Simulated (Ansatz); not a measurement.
# CH3FO: how energies converge with the basis set

The task here is to estimate one member of a computed series from the others.

Program: Ansatz 0.2.0, Gaussian basis. Level of theory: one geometry, several basis sets. These are calculated values, not measurements.

The runs, in order: PBE0-D4/def2-SVP; ωB97M-V/def2-SVP; PBE0-D4/def2-QZVPP; ωB97M-V/def2-QZVPP; the functionals' def2-TZVPP values are taken from earlier runs.

**Structure used throughout**

An earlier PBE0-D4 in a triple-zeta def2 set relaxation fixed the geometry.

SMILES `OCF`, 6 atoms, charge 0, spin multiplicity 1.

Atoms are counted from 1 here; the program's logs count them from 0.

Bond lengths: O1–C2 1.370 Å, O1–H4 0.962 Å, C2–F3 1.381 Å, C2–H5 1.096 Å, C2–H6 1.091 Å. Angles: C2–O1–H4 109.3°, O1–C2–F3 111.1°, O1–C2–H5 112.9°, O1–C2–H6 107.4°, F3–C2–H5 106.3°, F3–C2–H6 107.8°, H5–C2–H6 111.3°.

Set-up of the first run:

The input, in.yaml:

```yaml
crystal:
  periodic: [false, false, false]
  atoms:
    - {symbol: O, position_ang: [-0.794015, -0.697182, -0.247427]}
    - {symbol: C, position_ang: [0.250179, 0.049047, 0.230771]}
    - {symbol: F, position_ang: [-0.094133, 1.383180, 0.323817]}
    - {symbol: H, position_ang: [-0.928749, -0.495103, -1.178017]}
    - {symbol: H, position_ang: [1.136763, 0.004867, -0.412547]}
    - {symbol: H, position_ang: [0.472055, -0.308811, 1.237302]}
basis:
  gaussian: {orbitals: def2-SVP}
hamiltonian: {xc: pbe0, dispersion: d4}
output: {orbitals: {seedname: orbitals}}
```

Among the steps run: PBE0-D4 in def2-SVP; ωB97M-V in def2-SVP; PBE0-D4 in def2-QZVPP; ωB97M-V in def2-QZVPP.

One table of the session follows, with a row left open; its other results are not shown here.

It belongs to the step «Functionals by basis». 

```
functional       basis  HOMO (eV)  LUMO (eV)
   PBE0-D4    def2-SVP      -8.85       1.71
   PBE0-D4  def2-TZVPP      -9.12       0.99
   PBE0-D4  def2-QZVPP      -9.18       0.52
   ωB97M-V    def2-SVP     -11.30       3.38
   ωB97M-V  def2-TZVPP          ?          ?
   ωB97M-V  def2-QZVPP     -11.65       1.69
```

**Question.** Estimate the row for ωB97M-V, def2-TZVPP.

As computed: HOMO (eV): -11.58; LUMO (eV): 2.43. In the column «HOMO (eV)» it lies between ωB97M-V, def2-QZVPP (-11.65) and ωB97M-V, def2-SVP (-11.30).
